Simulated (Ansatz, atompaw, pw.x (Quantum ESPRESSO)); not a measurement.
**H: one change to the PAW (atompaw) potential, in the atom and in the fcc crystal**

- Element: H (Z = 1)
- Generator: atompaw 4.2.0.5
- Type: PAW
- Functional: PBEsol
- Relativity: scalar-relativistic
- Frozen core: none
- Valence charge: 1
- Reference configuration: 1s1
- Partial waves: 1s (bound): rc 1.70 bohr; 1s channel at -0.15 Ry: rc 1.70 bohr; 2p channel at 0.1 Ry: rc 1.70 bohr
- Local potential: bessel scheme, radius 1.15 bohr
- Core correction: none
- Augmentation charge: sinc compensation charge, radius 1.35 bohr; PAW radius 1.70 bohr; waves and projectors: custom rrkj vanderbiltortho

Change: wave 1s channel at -0.15 Ry: rc 1.70 bohr becomes 1s channel at 2.58 Ry: rc 1.70 bohr.

Cutoffs, loose and tight: the cutoffs (Ry, on a coarse ladder) from which the occupation-weighted sum of valence levels, in a spherical-Bessel basis at the reference potential, stays within 10 and 1 mRy of its value at 400 Ry. They see the waves and projectors alone, not the compensation charge or the core.

Crystal test: fcc H in pw.x 7.5, no spin, 18³ k-points, Fermi–Dirac smearing 0.01 Ry, cutoffs set for each file from its atomic test. The reference is all-electron LAPW (Ansatz 0.2.0) with the same functional, mesh and smearing; V0 and B0 come from Birch–Murnaghan fits to the pressures at five volumes. Errors are pseudo minus all-electron; Δ is the rms difference of the E(V) curves that follow from these fits, minima aligned, over ±6 % about the mean V0. Mesh and smearing are coarse, so the numbers serve the comparison and aren't converged zero-temperature values; the lattice is a test structure that the element need not adopt.

All-electron: a0 = 2.267 Å (V0 = 2.91 Å³/atom), B0 = 114.1 GPa.

Question: Does the change bring the crystal closer to the all-electron result?

Answer: The mean pressure error goes from +0.17 to +0.08 GPa, so the change moves the solid closer to the all-electron pressures. At 80 % of its cutoff the pressure of the changed file moves by -0.11 GPa.

```
                 quantity       base    changed
           outcome (atom)  generated  generated
     cutoff, loose (atom)       8 Ry       8 Ry
     cutoff, tight (atom)      15 Ry      15 Ry
      bound ghosts (atom)       none       none
     cutoffs in pw.x (Ry)     40/400     40/400
                   a0 (Å)      2.269      2.268
             a0 error (%)      +0.05      +0.02
             B0 error (%)       +0.1       +0.1
             Δ (meV/atom)        0.1        0.1
mean pressure error (GPa)      +0.17      +0.08
```

Base: The largest radius (1.70 bohr) exceeds half the bond length (1.52 bohr), so the spheres overlap, which is one possible source of error among others. Changed file: The largest radius (1.70 bohr) exceeds half the bond length (1.52 bohr), so the spheres overlap, which is one possible source of error among others. The atomic cutoffs weigh occupied waves only.
